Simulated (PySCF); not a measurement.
NMR data sheet: difluoromethane

| Property | Result |
| --- | --- |
| Formula | CH2F2 |
| SMILES | FCF |
| InChI | InChI=1S/CH2F2/c2-1-3/h1H2 |
| Point group of the computed structure | C2v |
| Degrees of unsaturation | 0 |
| Carbon signals | 1 |
| Proton signals | 1 |

Bonds (- single, = double, # triple, : aromatic): F1-C2 1.344 Å, C2-F3 1.344 Å. C2 carries H4, H5.

Computed data (PySCF 2.14): B3LYP/pcJ-1 coupling constants, GFN2-xTB structure, GIAO PBE0/pcSseg-1 shieldings. Single conformer, fast rotation and ring inversion assumed for equivalent nuclei, isolated molecule, non-relativistic Hamiltonian.

Chemical shifts δ = σref − σ; TMS for ¹H (31.72 ppm) and ¹³C (186.93 ppm); ¹⁹F (170.95 ppm) vs CFCl3, all at this level.

| carbon | δC, type | δH (multiplicity, J in Hz) | HMBC from (abs. J ≥ 3 Hz) | span of the C tensor (ppm) |
| --- | --- | --- | --- | --- |
| C2 | 113.6, CH2 | 6.05 (t, 55.8) | – | 41 |

Other nuclei:
```
atoms  nucleus              environment  δ (ppm)  σ (ppm)
F1/F3      ¹⁹F  fluorine of a CF2 group   -157.4    328.4
```

Selected couplings (Hz, signed; the shortest-range and largest first, 30 at most; isotopes ¹⁹F, ¹³C, ¹H): ¹J(F1,C2) -301.8, ¹J(C2,H4) 184.2, ²J(F1,H4) 55.8.

1. δC 113.6: sp3 CH2 bonded to 2 F; 2 electronegative neighbours deshield it.
2. δH 6.05: hydrogen on an sp3 CH2 bonded to 2 F; its carbon carries F, which withdraws density.

Common functionals overestimate the size of one-bond C–F couplings by tens of Hz; these are unscaled. Multiplet labels drop couplings under 1 Hz and merge nearly equal ones. Shifts are as computed. Against solution values, carbons near 30 ppm lie about +3 ppm off and those near 130 ppm about +5 ppm. Of 1211 compounds with measured shifts, 218 miss one by over three times the rms of a fit or turn the order of signals round; such compounds aren't used in these exercises. Unscaled 19F shifts against computed CFCl3 carry errors that often reach 10 to 50 ppm.
